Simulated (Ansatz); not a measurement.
AlBH₆Si (`[BH2][AlH][SiH3]`). Total charge 0; spin multiplicity 1.

```xyz
9

B    -0.086    2.103    0.724
Al    0.888    0.327    0.140
Si   -0.410   -1.649   -0.562
H    -0.400    2.956   -0.060
H    -0.406    2.326    1.859
H     2.479    0.212    0.109
H    -0.287   -1.839   -2.038
H    -1.865   -1.538   -0.257
H     0.087   -2.898    0.084
```

What are the harmonic wavenumbers in cm⁻¹ at PBE0-D4/def2-TZVP (Ansatz, finite differences of forces, unscaled)? (Estimate.)

Computed: 31, 98, 210, 329, 359, 383, 405, 549, 563, 606, 833, 872, 932, 941, 1142, 1888, 2188, 2199, 2205, 2556, 2631.

Is this a minimum?

Yes, all 21 modes are real.

Give the ideal-gas thermochemistry at 298.15 K and 1 bar (rigid rotor, harmonic oscillator; point group C1, symmetry number 1).

Zero-point energy 131.1 kJ/mol; H(298) − E = 152.3 kJ/mol; entropy 343.5 J/(mol·K), of which translation 162.2, rotation 106.8, vibration 74.6; G(298) − E = 49.9 kJ/mol. Modes under 100 cm⁻¹ are hindered rotations or soft bends, so the harmonic entropy is rough.

And at 400, 500, 600, 800 and 1000 K?


```json
{"T (K)": "400", "H − E (kJ/mol)": "164.0", "S (J/mol/K)": "377.2", "G − E (kJ/mol)": "13.1"}
{"T (K)": "500", "H − E (kJ/mol)": "176.9", "S (J/mol/K)": "406.0", "G − E (kJ/mol)": "-26.0"}
{"T (K)": "600", "H − E (kJ/mol)": "190.9", "S (J/mol/K)": "431.5", "G − E (kJ/mol)": "-67.9"}
{"T (K)": "800", "H − E (kJ/mol)": "221.6", "S (J/mol/K)": "475.4", "G − E (kJ/mol)": "-158.8"}
{"T (K)": "1000", "H − E (kJ/mol)": "254.9", "S (J/mol/K)": "512.5", "G − E (kJ/mol)": "-257.6"}
```

Rotational constants (cm⁻¹)?

0.5132, 0.0929, 0.08248.
